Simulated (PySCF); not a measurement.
System (SMILES): OO (H2O2).
Geometry (B3LYP-D3(BJ)/def2-TZVP, fixed):
```xyz
4

O      0.0155     0.7238    -0.0702
O     -0.0112    -0.7261    -0.0419
H      0.8057     0.8967     0.4614
H     -0.8394    -0.8786     0.4355
```

Basis-set convergence of the isotropic shielding of O1 at HF with PySCF. GIAO, no density fitting; atoms are numbered in the order shown. All functions are spherical. No added dispersion term, no relativity. Reference: the value in pcseg-3, 133.52 ppm, itself unsure by roughly 5.34 ppm (its distance from pcSseg-2). Deviations are taken from unrounded values.

```tsv
basis	functions	isotropic shielding of O1 (ppm)
6-31G*	32	156.75
6-31+G*	40	154.51
cc-pVDZ	38	154.74
aug-cc-pVDZ	64	153.68
def2-SVP	38	158.98
def2-SVPD	62	156.96
pcseg-1	38	148.33
aug-pcseg-1	64	144.36
6-311G**	48	139.39
6-311+G**	56	139.69
def2-TZVP	74	139.76
def2-TZVPD	98	138.22
cc-pVTZ	88	143.24
aug-cc-pVTZ	138	142.75
pcseg-2	88	135.72
aug-pcseg-2	138	135.34
def2-TZVPP	90	139.85
def2-TZVPPD	114	138.67
def2-QZVPP	174	137.84
def2-QZVPPD	198	137.56
```

What the diffuse functions change, pair by pair:
- 6-31G* to 6-31+G*: 8 more functions, deviation 23.23 to 20.99 ppm
- cc-pVDZ to aug-cc-pVDZ: 26 more functions, deviation 21.22 to 20.17 ppm
- def2-SVP to def2-SVPD: 24 more functions, deviation 25.46 to 23.45 ppm
- pcseg-1 to aug-pcseg-1: 26 more functions, deviation 14.81 to 10.84 ppm
- 6-311G** to 6-311+G**: 8 more functions, deviation 5.87 to 6.17 ppm
- def2-TZVP to def2-TZVPD: 24 more functions, deviation 6.24 to 4.70 ppm
- cc-pVTZ to aug-cc-pVTZ: 50 more functions, deviation 9.72 to 9.23 ppm
- pcseg-2 to aug-pcseg-2: 50 more functions, deviation 2.21 to 1.82 ppm
- def2-TZVPP to def2-TZVPPD: 24 more functions, deviation 6.33 to 5.15 ppm
- def2-QZVPP to def2-QZVPPD: 24 more functions, deviation 4.32 to 4.04 ppm

They bring the value nearer the reference by more than 5.34 ppm in 0 of 10 pairs.
